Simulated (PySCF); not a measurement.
Geometry:
| atom | x (Å) | y (Å) | z (Å) |
| --- | --- | --- | --- |
| O1 | -0.997 | -0.261 | -0.005 |
| O2 | 0.031 | 0.428 | -0.024 |
| O3 | 1.126 | -0.150 | -0.025 |

Geometry: PBE0-D3(BJ)/def2-TZVP; GIAO absolute shieldings from PySCF 2.14.0 with density-fitted response routines, gas phase, non-relativistic, averaged over equivalent atoms.

At B97-2/pcSseg-2 (108 basis functions, 1.6 s wall time on 1 thread of an Arm Neoverse V2, shared host):
| atoms | σ (ppm) |
| --- | --- |
| O1/O3 | -1417.6 |
| O2 | -1015.9 |

Task: Estimate the result of repeating the calculation with wB97X-D/pcSseg-2.

Result: 
```json
{"atoms": "O1/O3", "σ at wB97X-D/pcSseg-2": "-1503.3", "change": "-85.7"}
{"atoms": "O2", "σ at wB97X-D/pcSseg-2": "-1110.1", "change": "-94.2"}
```

The largest change is at O2 (oxygen bonded to 2 O). Cost: 108 basis functions, 1.9 s wall time on 1 thread of an Arm Neoverse V2, shared host.
